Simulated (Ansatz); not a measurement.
## Relaxing BeV2

All numbers below come from DFT PBE, scalar-relativistic, plane waves, PAW in Ansatz 0.2.0. Cutoff 420 eV, Γ-centred k mesh, Gaussian smearing, no spin polarisation in the final step.

The start puts BeV2 on the 2H molybdenite structure type (P6_3/mmc, No. 194), with Be in place of Mo, V in place of S, at a guessed volume.

```yaml
crystal:
  lattice:
    - [2.65043, 0.00000, 0.00000]
    - [-1.32522, 2.29534, 0.00000]
    - [0.00000, 0.00000, 10.30910]
  atoms:
    - { symbol: Be, position: [0.33333, 0.66667, 0.25000] }
    - { symbol: Be, position: [0.66667, 0.33333, 0.75000] }
    - { symbol: V, position: [0.33333, 0.66667, 0.62750] }
    - { symbol: V, position: [0.66667, 0.33333, 0.12750] }
    - { symbol: V, position: [0.33333, 0.66667, 0.87250] }
    - { symbol: V, position: [0.66667, 0.33333, 0.37250] }
```

Cell and atoms relax at zero pressure; the relaxation can't lower the symmetry of the start. After a coarse first stage the cell is made exact in the group found at 0.06 Å.

The zero of energy is the elements' standard structures at the same level; no fitted shifts are applied.

Task: What does it relax into?

Result: It keeps P6_3/mmc (No. 194), but not the shape of the type it started on. Conventional cell: a = 2.546 Å, c = 13.146 Å. Be has 6 Be at 2.55 Å and 6 V at 2.56 Å; V is coordinated by 6 V at 2.55 Å, 3 Be at 2.56 Å and 3 V at 2.81 Å.

```xyz
6
Lattice="2.5463 0.0000 0.0000 -1.2731 2.2051 0.0000 0.0000 0.0000 13.1465" Properties=species:S:1:pos:R:3 pbc="T T T"
Be    0.0000    1.4701    3.2866
Be    1.2731    0.7350    9.8599
V     0.0000    1.4701    7.7697
V     1.2731    0.7350    1.1965
V     0.0000    1.4701   11.9500
V     1.2731    0.7350    5.3768
```

Task: What are its volume, energy, density and gap?

Result: The volume per atom is 12.30 Å³. The density is 4.99 g/cm³, the energy over the elements is 0.25 eV/atom and the gap on the 18×18×4 mesh is 0 eV (a metal).

The final run used a 18×18×4 mesh on its 6-atom cell and 0.10 eV smearing. The k mesh leaves about 4 meV/atom of noise in metals. A structure relaxed within its symmetry needn't be a true minimum.

Cost: 3 runs of about 2.4 core-minutes in all, on Arm Neoverse V1 (shared hosts).